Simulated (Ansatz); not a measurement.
Basis-set extrapolation for C₃H₇FO₂, SMILES `OCC(O)CF` (PBE0-D4/def2-TZVP geometry, frozen core, the Gaussian-basis code of Ansatz). Multiplicity 1, RHF reference.

```tsv
	def2-TZVPP	def2-QZVPP
HF	-366.984097	-367.000936
MP2 correlation	-1.242025	-1.338945
CCSD(T) correlation	-1.321027	not run
```

Energies in hartree. Use E(X) = E(∞) + A·exp(−7.88·√X) for Hartree–Fock and E(X) = E(∞) + B·X^(−2.97) for correlation, with X = 3 and 4, and add CCSD(T) minus MP2 of the smaller set to the MP2 limit.

Question: What is the CCSD(T) energy at the basis-set limit?

Answer: HF limit: -367.000936 + (-0.016839) × 0.13774 = -367.00326. MP2 limit: -1.338945 + (-0.096920) × 0.74074 = -1.41074. Higher-order term: -1.321027 − (-1.242025) = -0.07900. Total: -368.49300 hartree, 5.11 eV below CCSD(T)/def2-TZVPP.
